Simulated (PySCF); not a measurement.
## MF2+ across the third period

Level: PBE0, basis family def2-TZVP, no relativity.

Each entry is the lowest minimum that a search over a few typed start shapes (and spin states, where more than one is plausible) found, or that minimum re-optimised at the stated level; isomers with ligand–ligand bonds, or fragments after loss of a ligand pair, can lie lower. Open shells are unrestricted; no spin–orbit coupling; PySCF with density fitting.

```
molecule  2S+1  point group  mean bond to the central atom (Å)  polar-tensor charge of the central atom  dipole (D)  highest ω (cm⁻¹)
   AlF₂⁺     1          D∞h                              1.586                                     1.99        0.00              1172
   SiF₂⁺     ?            ?                                  ?                                        ?           ?                 ?
    SF₂⁺     2          C2v                              1.506                                     1.57        1.99              1030
   ClF₂⁺     1          C2v                              1.536                                     1.31        1.81               920
```

Problem. Fill in the row of SiF₂⁺.

Solution. 2S+1: 2; point group: C2v; mean bond to the central atom (Å): 1.533; polar-tensor charge of the central atom: 1.68; dipole (D): 2.88; highest ω (cm⁻¹): 1132.

The bond length does not run in one direction; the largest change, -0.053 Å, falls between AlF₂⁺ and SiF₂⁺ among the members listed.

The shape changes along the series: D∞h for AlF₂⁺; C2v for SiF₂⁺ and SF₂⁺ and ClF₂⁺.

Left out of the table are members whose search was unfinished or whose lowest solution was spin-contaminated, unstable, very soft or bonded differently.
